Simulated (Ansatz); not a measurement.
## An elementary step

Start structure (SiH2O2, closed shell), relaxed at PBE0-D4/def2-TZVP:

H1  (-0.652, -0.929, -1.176)
O2  (-0.209, -1.392, -0.457)
Si3  (0.455, -0.482, 0.738)
O4  (0.059, 1.032, 0.176)
H5  (0.346, 1.771, 0.718)
(Å)

The step: SiH₂O₂ ([OH][Si][OH]) → H₂O + SiO; bonds formed: H1–O4; bonds broken: H1–O2, Si3–O4. Program: Ansatz 0.2.0. Basis: def2-TZVPP and def2-QZVPP. Cores are frozen in the correlated methods. Extrapolation: Hartree–Fock as exp(−7.88 √X), correlation as X^−2.97. Energies below are by CCSD(T) at an estimated basis limit (MP2 extrapolated from triple and quadruple zeta, plus CCSD(T) − MP2 in triple zeta).

Question: What are the electronic barrier and the energy of the step, from the start structure to the end structure? (Judge from chemistry; the value comes from the calculation.)

Answer: The calculation gives: Barrier 42.88 kcal/mol; step energy 33.84 kcal/mol (uphill); reverse barrier, their difference, 9.04 kcal/mol. Barrier and step energy count from the start structure, the reverse barrier from the end structure.

The saddle point: One imaginary mode of 1102i cm⁻¹.
| pair | start (Å) | saddle (Å) | end (Å) |
| --- | --- | --- | --- |
| H1–O4 | 2.49 | 1.13 | 0.97 |
| H1–O2 | 0.96 | 1.38 | 2.22 |
| Si3–O4 | 1.66 | 1.94 | 2.38 |

Zero-point energy (harmonic, PBE0-D4): ZPE is 17.70 kcal/mol at the start and 15.22 kcal/mol at the saddle, so the barrier goes from 42.88 to 40.39 kcal/mol.

First-order rate constant out of the start structure at 298 K by transition-state theory, with harmonic vibrational free energies alone and no tunnelling: ΔA‡ = 40.52 kcal/mol, so k = (kB T/h) exp(−ΔA‡/kB T) ≈ 10^-17 s⁻¹ (an order of magnitude at best: rotation, the number of equivalent paths and anharmonicity are left out).

T1 diagnostic: at most 0.020.

Labels in which every atom is bracketed show which atoms are joined, not bond orders.

For scale, one of the runs: CCSD(T)/def2-TZVPP, 132 basis functions, launched by `ansatz run in.yaml --threads 2 --pin off --events-out ev --progress --plain --max-ram 4352MiB`. The run took 8.5 s on 2 CPU threads of an Arm Neoverse V1 (shared host), with 0.66 GiB of host memory at its peak.
